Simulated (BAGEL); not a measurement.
# HF/STO-3G (density fitting with qzvpp-jkfit) run of C4H3Cl (SMILES C#C/C=C/Cl)

What is the vertical ionisation energy of C4H3Cl at HF/STO-3G (density fitting with qzvpp-jkfit)? 

Program for the calculation: BAGEL 1.2.2.

4 further runs of the same task are left out: 1 that didn't finish, 3 set aside as unsound or not needed.

## Step 1: The structure to begin with

C4H3Cl: 8 atoms, total charge 0, spin state singlet. SMILES: `C#C/C=C/Cl`. The shape is that of a GFN2-xTB optimisation.

Bond lengths: C1–C2 1.201 Å, C2–C3 1.408 Å, C3–C4 1.330 Å, C4–Cl5 1.716 Å, C1–H6 1.049 Å, C3–H7 1.081 Å, C4–H8 1.079 Å. Angles: C1–C2–C3 178.1°, C2–C3–C4 122.1°, C3–C4–Cl5 122.7°, C2–C1–H6 179.0°, C2–C3–H7 116.4°, C4–C3–H7 121.5°, C3–C4–H8 123.0°, Cl5–C4–H8 114.3°.

## Step 2: A single-point energy at HF/STO-3G (density fitting with qzvpp-jkfit)

File input.json:

```json
{ "bagel": [

{
  "title": "molecule",
  "basis": "sto-3g",
  "df_basis": "qzvpp-jkfit",
  "angstrom": "true",
  "geometry": [
    { "atom": "C", "xyz": [   -0.451250,    1.033170,    1.866040 ] },
    { "atom": "C", "xyz": [   -0.001490,    0.506490,    0.884680 ] },
    { "atom": "C", "xyz": [    0.568720,   -0.092740,   -0.254840 ] },
    { "atom": "C", "xyz": [   -0.170530,   -0.694410,   -1.183110 ] },
    { "atom": "Cl", "xyz": [    0.509860,   -1.430170,   -2.576000 ] },
    { "atom": "H", "xyz": [   -0.854800,    1.479130,    2.725510 ] },
    { "atom": "H", "xyz": [    1.645700,   -0.040220,   -0.336860 ] },
    { "atom": "H", "xyz": [   -1.246220,   -0.761260,   -1.125420 ] }
  ]
},
{ "title": "hf" },
{ "title": "print", "file": "orbitals.molden", "orbitals": "true" }

]}
```

Command:

```sh
$ BAGEL_NUM_THREADS=1 BAGEL input.json > input.out
```

What it wrote:

```text
* using 1 threads per process

  ===============================================================
  ===============================================================

  *** Geometry ***

  { "atom" : "C", "xyz" : [     -0.852739,      1.952408,      3.526305 ] },
  { "atom" : "C", "xyz" : [     -0.002816,      0.957127,      1.671803 ] },
  { "atom" : "C", "xyz" : [      1.074725,     -0.175253,     -0.481578 ] },
  { "atom" : "C", "xyz" : [     -0.322255,     -1.312245,     -2.235754 ] },
  { "atom" : "Cl", "xyz" : [      0.963496,     -2.702630,     -4.867934 ] },
  { "atom" : "H", "xyz" : [     -1.615338,      2.795151,      5.150467 ] },
  { "atom" : "H", "xyz" : [      3.109922,     -0.076005,     -0.636573 ] },
  { "atom" : "H", "xyz" : [     -2.355014,     -1.438573,     -2.126736 ] },

  Number of auxiliary basis functions:      482

  Since a DF basis is specified, we compute 2- and 3-index integrals:
    o Being stored without compression. Storage requirement is 0.004 GB

  Number of basis functions:       32
  Number of electrons      :       44

    * METHOD: MOLECULE                             0.50

  *** RHF ***

  === Nuclear Repulsion ===
   168.1458258346

      * DIIS with orbital gradients will be used.

  === RHF iteration (sto-3g) ===
      0       -605.73658892          0.01218313           0.04
      1       -605.79370370          0.00535550           0.04
      2       -605.80211444          0.00163573           0.04
      3       -605.80302131          0.00066309           0.04
      4       -605.80314329          0.00014917           0.04
      5       -605.80315168          0.00004457           0.04
      6       -605.80315318          0.00002114           0.04
      7       -605.80315361          0.00000919           0.04
      8       -605.80315370          0.00000357           0.04
      9       -605.80315371          0.00000153           0.04
     10       -605.80315371          0.00000056           0.04
     11       -605.80315371          0.00000023           0.04
     12       -605.80315371          0.00000007           0.04
     13       -605.80315371          0.00000002           0.04
     14       -605.80315371          0.00000001           0.04
    * SCF iteration converged.

    * Permanent dipole moment:
           (    0.264293,    -0.319877,    -0.604415) a.u.

    * METHOD: HF                                   0.75

    * METHOD: PRINT                                0.00

  ===============================================================
```

Run time: 1.7 s. Hardware: 1 thread of Intel Xeon at 2.50GHz (Skylake/Cascade Lake), shared host.

## Step 3: The doublet cation

File calc.json:

```json
{ "bagel" : [

{
  "title" : "molecule",
  "basis" : "sto-3g",
  "df_basis" : "qzvpp-jkfit",
  "angstrom" : true,
  "geometry" : [
    { "atom" : "C", "xyz" : [   -0.451250,    1.033170,    1.866040 ] },
    { "atom" : "C", "xyz" : [   -0.001490,    0.506490,    0.884680 ] },
    { "atom" : "C", "xyz" : [    0.568720,   -0.092740,   -0.254840 ] },
    { "atom" : "C", "xyz" : [   -0.170530,   -0.694410,   -1.183110 ] },
    { "atom" : "Cl", "xyz" : [    0.509860,   -1.430170,   -2.576000 ] },
    { "atom" : "H", "xyz" : [   -0.854800,    1.479130,    2.725510 ] },
    { "atom" : "H", "xyz" : [    1.645700,   -0.040220,   -0.336860 ] },
    { "atom" : "H", "xyz" : [   -1.246220,   -0.761260,   -1.125420 ] }
  ]
},
{ "title" : "uhf", "charge" : 1, "nopen" : 1 },
{ "title" : "print", "file" : "orbitals.molden", "orbitals" : true }

]}
```

Command:

```sh
$ BAGEL_NUM_THREADS=1 BAGEL calc.json > calc.out
```

What it wrote:

```text
* using 1 threads per process

  ===============================================================
  ===============================================================

  *** Geometry ***

  { "atom" : "C", "xyz" : [     -0.852739,      1.952408,      3.526305 ] },
  { "atom" : "C", "xyz" : [     -0.002816,      0.957127,      1.671803 ] },
  { "atom" : "C", "xyz" : [      1.074725,     -0.175253,     -0.481578 ] },
  { "atom" : "C", "xyz" : [     -0.322255,     -1.312245,     -2.235754 ] },
  { "atom" : "Cl", "xyz" : [      0.963496,     -2.702630,     -4.867934 ] },
  { "atom" : "H", "xyz" : [     -1.615338,      2.795151,      5.150467 ] },
  { "atom" : "H", "xyz" : [      3.109922,     -0.076005,     -0.636573 ] },
  { "atom" : "H", "xyz" : [     -2.355014,     -1.438573,     -2.126736 ] },

  Number of auxiliary basis functions:      482

  Since a DF basis is specified, we compute 2- and 3-index integrals:
    o Being stored without compression. Storage requirement is 0.004 GB

  Number of basis functions:       32
  Number of electrons      :       44

    * METHOD: MOLECULE                             0.42

  *** Open-shell HF ***

  === Nuclear Repulsion ===
   168.1458258346

      * DIIS with orbital gradients will be used.

  === UHF iteration (sto-3g) ===
      0       -605.40385263          0.03455353           0.08
      1       -605.51113241          0.01737901           0.09
      2       -605.53116647          0.01014315           0.09
      3       -605.53954903          0.00156083           0.09
      4       -605.54054373          0.00080714           0.07
      5       -605.54143758          0.00051032           0.07
      6       -605.54223374          0.00037092           0.07
      7       -605.54276360          0.00024469           0.07
      8       -605.54314193          0.00011290           0.08
      9       -605.54335337          0.00005357           0.08
     10       -605.54343875          0.00004693           0.09
     11       -605.54347672          0.00004805           0.09
     12       -605.54347899          0.00004800           0.10
     13       -605.54347928          0.00004873           0.09
     14       -605.54347797          0.00004940           0.07
     15       -605.54348367          0.00004961           0.08
     16       -605.54350806          0.00004905           0.09
     17       -605.54376869          0.00002000           0.09
     18       -605.54377109          0.00000880           0.08
     19       -605.54377291          0.00000479           0.08
     20       -605.54377067          0.00000329           0.09
     21       -605.54377295          0.00000152           0.09
     22       -605.54377331          0.00000046           0.09
     23       -605.54377337          0.00000039           0.09
     24       -605.54377340          0.00000031           0.09
     25       -605.54377341          0.00000017           0.09
     26       -605.54377341          0.00000009           0.09
     27       -605.54377341          0.00000006           0.06
     28       -605.54377341          0.00000005           0.09
     29       -605.54377341          0.00000003           0.09
     30       -605.54377341          0.00000002           0.08
     31       -605.54377341          0.00000001           0.06
     32       -605.54377341          0.00000001           0.06
     33       -605.54377341          0.00000001           0.06
    * SCF iteration converged.

    * S^2 (UHF) is 0.9288

    * Permanent dipole moment:
           (    0.578963,    -1.042400,    -1.911236) a.u.

    * METHOD: UHF                                  2.96

    * METHOD: PRINT                                0.00

  ===============================================================
```

It took 3.9 s on 1 thread of Intel Xeon at 2.50GHz (Skylake/Cascade Lake), shared host.

## Step 4: Outcome

At HF/STO-3G (density fitting with qzvpp-jkfit):

| quantity | value |
| --- | --- |
| singlet C4H3Cl: total energy | -605.80315 Eh |
| singlet C4H3Cl: dipole moment | 1.86 D |
| singlet C4H3Cl: HOMO energy | -7.88 eV |
| singlet C4H3Cl: LUMO energy | 6.07 eV |
| singlet C4H3Cl: HOMO–LUMO gap | 13.96 eV |
| doublet cation: total energy | -605.54377 Eh |
| doublet cation: ⟨S²⟩ | 0.929 |
| vertical ionisation energy (to the doublet cation) | 7.058 eV |

What this shows: Removing an electron at fixed nuclei costs 7.06 eV (681 kJ/mol). The negative HOMO energy of the first species, 7.88 eV, lies 0.83 eV above that difference. In a minimal basis such a difference can be off by several eV, whatever the method. ⟨S²⟩ (doublet cation) is 0.93 where a pure doublet has 0.75: the reference is spin-contaminated.
